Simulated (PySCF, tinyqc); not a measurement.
RHF in the sto-3g basis, for H2O, spin multiplicity 1, step by step (part 2 of 2). The lowest restricted solution is unstable here: a spin-polarised one lies 0.0062 hartree lower (PySCF). Computed by tinyqc, a small Python program that keeps every step (integrals from PySCF). Command: `OMP_NUM_THREADS=1 python tinyqc.py 23502 23503 out.jsonl` (the two numbers bound the seeds that draw the settings). One thread of a shared host (Intel(R) Xeon(R) Processor @ 2.60GHz), about 0.06 s of CPU time with the checks.

Geometry (angstrom):
```
atom         x          y         z
O     0.000000   0.000000  0.000000
H     0.000000   1.107000  0.691000
H     0.000000  -1.107000  0.691000
```

## Convergence

Stop when the energy changes by less than 1e-08 hartree and every element of the error matrix X^T (F D S - S D F) X is below 3e-05.

Course of the cycle:
```
iteration   E (hartree)     change  largest element of the error matrix
1          -74.17544715          -                             7.39e-01
2          -74.76697688  -5.92e-01                             2.21e-01
3          -74.81948220  -5.25e-02                             4.37e-02
4          -74.82119939  -1.72e-03                             5.58e-03
5          -74.82124041  -4.10e-05                             1.55e-03
6          -74.82124647  -6.05e-06                             9.28e-05
7          -74.82124647  -9.49e-09                             1.66e-06
```

PySCF RHF in the same basis = -74.82124647 hartree

Converged in 7 iterations.

## Populations, bond orders and dipole

D after iteration 7, lower triangle:
```
            1O 1s      1O 2s    1O 2px     1O 2py    1O 2pz      2H 1s     3H 1s
1O 1s    2.112589
1O 2s   -0.478016   2.053850
1O 2px   0.000000   0.000000  2.000000
1O 2py   0.000000   0.000000  0.000000   0.718477
1O 2pz   0.092376  -0.469648  0.000000   0.000000  1.128746
2H 1s   -0.010506  -0.050674  0.000000   0.554928  0.572288   0.737755
3H 1s   -0.010506  -0.050674  0.000000  -0.554928  0.572288  -0.119461  0.737755
```

overlap S, lower triangle:
```
           1O 1s     1O 2s    1O 2px     1O 2py    1O 2pz     2H 1s     3H 1s
1O 1s   1.000000
1O 2s   0.236704  1.000000
1O 2px  0.000000  0.000000  1.000000
1O 2py  0.000000  0.000000  0.000000   1.000000
1O 2pz  0.000000  0.000000  0.000000   0.000000  1.000000
2H 1s   0.023781  0.278689  0.000000   0.223222  0.139337  1.000000
3H 1s   0.023781  0.278689  0.000000  -0.223222  0.139337  0.083038  1.000000
```

Mulliken: Z minus the diagonal of D S on the atom; Loewdin: the same with S^(1/2) D S^(1/2); Mayer order: 2 sum_s sum (D(s) S)_ij (D(s) S)_ji over the two atoms.

Charges (e):
```
atom   Mulliken    Loewdin
1O    -0.165848  -0.129821
2H     0.082924   0.064911
3H     0.082924   0.064911
```

Mayer bond orders:
```
pair     order
2-1   0.979504
3-1   0.979504
3-2   0.013619
```

dipole moment about the origin, x y z (debye): 0.000000  0.000000  1.209579
